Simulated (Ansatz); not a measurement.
**Relative stability**

The two ends of one reaction step of CH5FSi, singlet (PBE0-D4/def2-TZVP).

A:

```xyz
8
angstrom
Si -0.7353 0.4356 -0.1590
C 0.8077 -0.5322 0.1843
H -1.4143 -0.0417 -1.3902
F -0.3565 1.9772 -0.3907
H -1.6787 0.3805 0.9862
H 1.5046 -0.4708 -0.6546
H 0.5605 -1.5857 0.3440
H 1.3120 -0.1627 1.0801
```

B:

Si1  (-0.998, -0.464, -0.203)
C2  (0.825, -0.682, 0.267)
H3  (-1.226, 1.633, -1.583)
F4  (-0.705, 1.762, -0.823)
H5  (-1.460, 0.022, 1.164)
H6  (1.465, -0.911, -0.587)
H7  (0.869, -1.537, 0.956)
H8  (1.229, 0.177, 0.809)
(Å)

Program: Ansatz 0.2.0. Basis: def2-TZVPP. Cores are frozen in the correlated methods. B3LYP uses VWN-RPA correlation.

Q: Which structure is lower at CCSD(T), and by how much? (An estimate is asked for; the value comes from the calculation.)

A: The calculation gives: A, by 3.611 eV (electronic energy, against the other). By their contacts, A is CH₅FSi ([CH3][SiH2][F]) and B is a complex of CH₄Si ([CH3][SiH]) + HF.

All methods give the same order:

| method | E(B) − E(A) (eV) |
| --- | --- |
| SPW92 | 3.478 |
| PBE-D4 | 3.403 |
| BLYP-D4 | 3.425 |
| r2SCAN-D4 | 3.735 |
| B97M-V | 3.618 |
| PBE0-D4 | 3.581 |
| B3LYP-D4 | 3.583 |
| r2SCAN0-D4 | 3.791 |
| BHLYP-D4 | 3.777 |
| CAM-B3LYP-D4 | 3.700 |
| wB97X-V | 3.716 |
| wB97M-V | 3.553 |
| B2PLYP | 3.675 |
| PBE-QIDH | 3.760 |
| RPA on PBE | 3.521 |
| HF | 3.916 |
| MP2 | 3.761 |
| CCSD | 3.648 |
| CCSD(T) | 3.611 |

The T1 diagnostic stays at or below 0.012. The restricted Hartree–Fock reference is unstable towards an unrestricted one at one or more of these structures.

Labels in which every atom is bracketed show which atoms are joined, not bond orders.

For scale, one of the runs: CCSD(T)/def2-TZVPP, 174 basis functions, launched by `ansatz run in.yaml --threads 2 --pin off --events-out ev --progress --plain --max-ram 4352MiB`. Hardware: 2 CPU threads of an Arm Neoverse V1, shared host. Wall time 34 s; peak host memory 1.5 GiB.
